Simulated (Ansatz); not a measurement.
# SiNHO+ (quartet): wave-function methods side by side, def2-TZVPP

An exercise on one series of results from a longer session: the logs are not shown, and one member is left open.

Program: Ansatz 0.2.0, Gaussian basis. Level of theory: def2-TZVPP, core rule «outside noble gas», up to 7 orbitals frozen. These are calculated values, not measurements.

To be run: UHF; ROHF; CCSD(T) on UHF.

2 further runs of the same task are left out: 2 set aside as unsound or not needed.

### The system

The geometry is a PBE0/def2-TZVP stationary point (not a proven minimum) of the parent state, kept for this charge and spin.

4 atoms, charge 1, spin multiplicity 4.

Atoms are counted from 1 here; the program's logs count them from 0.

Bond lengths: O1–N2 1.340 Å, O1–H4 0.970 Å, N2–Si3 1.779 Å. Angles: N2–O1–H4 105.4°, O1–N2–Si3 115.0°.

Coordinates:

```xyz
4

O     0.0000    0.3374    1.4692
N     0.0000   -0.5730    0.4857
Si    0.0000    0.0998   -1.1615
H     0.0000   -0.1738    2.2941
```

The first run:

The input, in.yaml:

```yaml
crystal:
  periodic: [false, false, false]
  atoms:
    - {symbol: O, position_ang: [0.000000, 0.337434, 1.469190]}
    - {symbol: N, position_ang: [0.000000, -0.573001, 0.485749]}
    - {symbol: Si, position_ang: [0.000000, 0.099776, -1.161533]}
    - {symbol: H, position_ang: [0.000000, -0.173786, 2.294129]}
basis:
  gaussian: {orbitals: def2-TZVPP}
total_charge: 1
magnetization: {spin_polarized: true, initial_magnetization: 3}
hamiltonian: {xc: hf}
output: {orbitals: {seedname: orbitals}}
```

On the command line:

```
$ ansatz run in.yaml --threads 1 --pin off --events-out ev --progress --plain --max-ram 4096MiB --backend cpu
```

Among the steps run: UHF; ROHF; CCSD(T) on UHF.

One of the session's tables, all rows but one given; the rest of the session is left out.

```
  method  from UCCSD(T) (meV)
    ROHF             +14076.8
     UHF                    ?
    UMP2              +1523.0
   UCCSD               +605.6
UCCSD(T)                    0
```

Estimate the missing values for UHF.

As computed: from UCCSD(T) (meV): +13695.3. In the column «from UCCSD(T) (meV)» it lies between UMP2 (+1523.0) and ROHF (+14076.8).
